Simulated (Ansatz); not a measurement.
Process, species as SMILES: FCl (F-Cl) → ClF+ (doublet, bonded as ClF) + e-
B3LYP-D3(BJ)/def2-TZVP geometries, fixed; electronic energies without zero-point terms.

Core correlation in the adiabatic ionisation energy at MP2 with Ansatz (a first-principles code), in eV: frozen core against 1s of Al to Cl frozen alone. Open shells are unrestricted.

```
basis        functions, most  frozen core  1s of Al to Cl frozen alone  core term (second minus first)
-----------  ---------------  -----------  ---------------------------  ------------------------------
cc-pV(D+d)Z               37       12.419                       12.431                           0.011
cc-pCVDZ                  45       12.466                       12.474                           0.009
cc-pV(T+d)Z               69       12.538                       12.546                           0.007
cc-pwCVTZ                102       12.535                       12.559                           0.023
cc-pCVTZ                 102       12.539                       12.560                           0.022
cc-pV(Q+d)Z              119       12.675                       12.685                           0.010
cc-pCVQZ                 193       12.673                       12.698                           0.025
cc-pwCVQZ                193       12.675                       12.702                           0.026
```

The largest core-valence set, cc-pwCVQZ, gives a core term of 0.026 eV; the valence set cc-pV(Q+d)Z, which lacks functions for the core, gives 0.010.
